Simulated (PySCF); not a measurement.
Gas-phase reaction: 3 N₂ + 2 C₃H₃ (propargyl) ⇌ 2 CH₂NH + 4 CN

Computed with PySCF and rigid-rotor harmonic-oscillator thermochemistry at 1 bar. † marks an energy on the PBE0/def2-TZVP geometry and frequencies; other levels use their own. 6-31G* has spherical d functions here. Open shells (unrestricted): C₃H₃ (propargyl) (multiplicity 2), CN (multiplicity 2); the rest are closed-shell singlets. B3LYP is the form with VWN-RPA correlation. CH₂NH: computed as isolated molecules; such fragments, hydroxides, amides, oligomers or adducts are transient or little studied in the gas. The harmonic model lacks anharmonicity and excited electronic states, which grow with temperature; levels with a mode under 35 cm⁻¹ are left out.

| level | ΔE electronic, kJ | ΔH°(298 K), kJ | ΔS°(298 K), J/K | ΔG°(1000 K), kJ |
|---|---|---|---|---|
| B3LYP/6-31G* | 1246 | 1250 | 179 | 1084 |
| B3LYP/def2-TZVP† | 1274 | 1278 | 182 | 1108 |
| PBE/def2-SVP | 1239 | 1242 | 180 | 1074 |
| PBE/def2-TZVP† | 1233 | 1237 | 182 | 1068 |
| ωB97M-V/def2-TZVP† | 1339 | 1343 | 182 | 1174 |
| ωB97X-V/def2-TZVP† | 1338 | 1342 | 182 | 1173 |
ΔH° is lowest at PBE/def2-TZVP† and highest at ωB97M-V/def2-TZVP†. No reference value is set beside these.
